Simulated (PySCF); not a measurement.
## input.py for LiB

The script input.py:

```python
from pyscf import gto, dft

mol = gto.M(
    atom='Li 0 0 0; B 0 0 2.205',
    basis='lanl2dz',
    charge=0,
    spin=0,
    verbose=3,
)
mf = dft.RKS(mol, xc='x3lyp')
mf.kernel()
mf.analyze()
print('orbital energies (hartree):', mf.mo_energy[..., max(0, mol.nelec[1]-3):mol.nelec[0]+3].round(4))
```

```bash
$ python input.py
```

Output:

```
converged SCF energy = -32.1541558617461
**** MO energy ****
MO #1   energy= -6.81705073560248  occ= 2
MO #2   energy= -2.01553461106733  occ= 2
MO #3   energy= -0.355511724465589 occ= 2
MO #4   energy= -0.136417683522092 occ= 2
MO #5   energy= -0.0734504654448243 occ= 0
MO #6   energy= -0.0734504654448236 occ= 0
MO #7   energy= -0.0599784041024021 occ= 0
MO #8   energy= 0.00610348478461938 occ= 0
MO #9   energy= 0.00610348478461948 occ= 0
MO #10  energy= 0.0279582062829294 occ= 0
MO #11  energy= 0.0781197454883629 occ= 0
MO #12  energy= 0.0805357264683782 occ= 0
MO #13  energy= 0.0805357264683789 occ= 0
MO #14  energy= 0.236881238289471  occ= 0
MO #15  energy= 0.242650371285207  occ= 0
MO #16  energy= 0.242650371285208  occ= 0
MO #17  energy= 0.252100382373427  occ= 0
MO #18  energy= 0.604917166344098  occ= 0
 ** Mulliken atomic charges  **
charge of    0Li =      0.38302
charge of    1B =     -0.38302
Dipole moment(X, Y, Z, Debye):  0.00000, -0.00000, -4.47206
orbital energies (hartree): [-2.0155 -0.3555 -0.1364 -0.0735 -0.0735 -0.06  ]
```

In short: E(SCF) = -32.154156 Eh, μz(SCF) = -4.47 D.

Wall time 1.9 s on one thread of a shared host.

At this level a UKS run with spin=2 ends 0.45 eV lower; the true order of the states can differ. Stability towards an unrestricted solution was not tested. The bond length is a typed value, not an optimised one.
